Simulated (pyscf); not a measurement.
This saddle point was located with ωB97X-D3(BJ)/def2-SVP in PySCF.

```xyz
8

Cl     1.9591     1.5513     0.9313
Al    -0.5721     1.2399     0.7493
H      1.1661     1.7152    -0.2106
H     -0.0442     1.7444    -0.7582
C     -0.7805    -0.7105     0.8999
H     -1.7158    -1.0367     0.4132
H      0.0608    -1.2190     0.3993
H     -0.8142    -1.0482     1.9482
```
Charge 0, spin multiplicity 2.

Surface: doublet, charge 0. Lowest wavenumbers (cm⁻¹): 549i, 77, 121, 323, 391.

Task: Which two sides does it connect, and which bonds change?

Result: [H₃C–Al–Cl]• + H₂ ⇌ HCl + [H₃C–AlH]•, a four-centre exchange read from left to right: Al–Cl, H–H broken and Cl–H, Al–H formed. At ωB97M-D3(BJ)/def2-TZVP it lies +147.8 kJ/mol from the left side and -12.3 kJ/mol from the right (each side as separated species at their lowest minima found). On the product side the descent ends in a complex, 27.2 kJ/mol under the separated species and 9.6 kJ/mol under the saddle at ωB97X-D3(BJ)/def2-TZVP. At ωB97M-D3(BJ) the saddle lies under the separated products, which points to a path from their complex (located at ωB97X-D3(BJ) alone), and parting the products costs more than the saddle. This is the saddle that the search found; another between the same sides may lie lower.
